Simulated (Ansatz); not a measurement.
Basis sets compared for Li3H5⁺. Total charge 1; doublet. Geometry PBE0-D4/def2-TZVP. Ansatz on 4 threads of Intel Xeon on a shared host; times are rough, and most runs start from earlier orbitals.

```xyz
8

Li    0.903   -0.564   -0.315
Li    3.498   -2.114   -1.617
Li   -1.701    1.015    0.916
H    -3.423    2.168    0.977
H     1.937   -1.448   -1.515
H     2.558   -1.289   -0.464
H    -0.417    0.237    0.314
H    -3.354    1.996    1.705
```

In the doublet, H4 and H8 lie 0.75 Å apart, H5 and H6 lie 1.23 Å apart (atoms count from 1), so H2 has formed as a molecule. The structure comes from a short search, and lower isomers may exist.

```json
{"level": "PBE-D4/def2-SVP", "functions": "52", "energy (Eh)": "-25.1797", "HOMO (eV)": "-7.41", "LUMO (eV)": "-5.88", "wall time": "1.4 s"}
{"level": "PBE0-D4/def2-SVP", "functions": "52", "energy (Eh)": "-25.2009", "HOMO (eV)": "-8.45", "LUMO (eV)": "-4.91", "wall time": "1.4 s"}
```

(1) Estimate the rows for PBE-D4/def2-TZVP (with forces), PBE0-D4/def2-TZVP.

Results:

(1) 
```
                         level  functions  energy (Eh)  HOMO (eV)  LUMO (eV)  wall time
PBE-D4/def2-TZVP (with forces)         72     -25.2021      -7.48      -5.97      1.4 s
             PBE0-D4/def2-TZVP         72     -25.2208      -8.50      -5.02      2.4 s
```
